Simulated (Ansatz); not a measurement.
**Bulk modulus of some hcp solids**

Method: BLYP (PAW; Ansatz, an electronic-structure program). References are measured values corrected to a static lattice. The table is a random draw of 8 from 12 solids with such references.

Values in GPa.

```
solid           reference  BLYP  error (%)
------  -----------------  ----  ---------
hcp Re                369   324      -12.2
hcp Hf                110   102       -7.3
hcp Ti                108   105       -2.8
hcp Mg              38.6¶     ?          ?
hcp Ru      318 (318–336)   268      -15.7
hcp Co                193   189       -2.1
hcp Y    41.7 (37.3–41.7)  39.0       -6.5
hcp Cd  53.8§ (50.7–53.8)  13.4        -75
```

Q: Estimate the withheld BLYP value.

A: The errors of the other rows run from -75 % to -2.1 %, with a median of -7.3 %; carried to the reference 38.6 it gives 35.8 GPa. The run gives 31.2 GPa (-19.2 %), -12.8 % from the estimate; the row was drawn at random, and such an estimate is rough. Over these 8 solids the mean error is -17.6 %, the mean absolute error 17.6 % (median 9.7 %), and the worst case hcp Cd at -75 %; the value is too low in 8 of 8 cases. Over all 12, from unrounded values, the mean error is -24 % and the mean absolute error 24 % (median 14.1 %). Caveats on values not shown: the cell is over a tenth larger than the published one: the level's own overestimate first of all, though another phase or state, or a fault of the published cell, is possible (2).

All these references are brought to a static lattice.

Spin–orbit coupling is left out, also for the solids with elements from indium on (hcp Re, hcp Hf); its size isn't shown.

§ marks references from which a value of another source on file, of any temperature and not printed here, differs by over 15 %.

¶ marks references of a special kind: hcp Mg, 38.6 GPa (measured, copied from a table, unchecked, extrapolated to 0 K and zero-point effects removed; as tabulated in Lejaeghere et al. (2013), arXiv:1204.2733).

In Ansatz's fits of the non-cubic solids, shape and atoms are relaxed at each volume.

Brackets give the range of the sources taken for a reference, where it is wide; it can hold other temperatures.

Differences are worked out from the printed values.

Each level is taken at its own relaxed cell. Caveats: the cell is over a tenth larger than the published one: the level's own overestimate first of all, though another phase or state, or a fault of the published cell, is possible (hcp Cd). Ansatz's density-functional and Hartree–Fock values are scalar-relativistic unless marked +SOC, with PAW data made under PBE.

Ansatz's runs of these crystals have no spin polarisation, but for hcp Co.

Density-functional runs with spin start from parallel moments for hcp Co.

Not in this set, of the hcp solids with a reference value in our tables and a result at some level: 3 for sources at odds; 1 for a reference at room or unstated temperature. These can be a level's best or worst cases. Solids without a released value at any level aren't counted. Layered and molecular crystals are counted apart. The metals Ce to Yb are counted apart.

References as tabulated in doi:10.1021/acs.jctc.3c00612; Lejaeghere et al. (2013), arXiv:1204.2733.
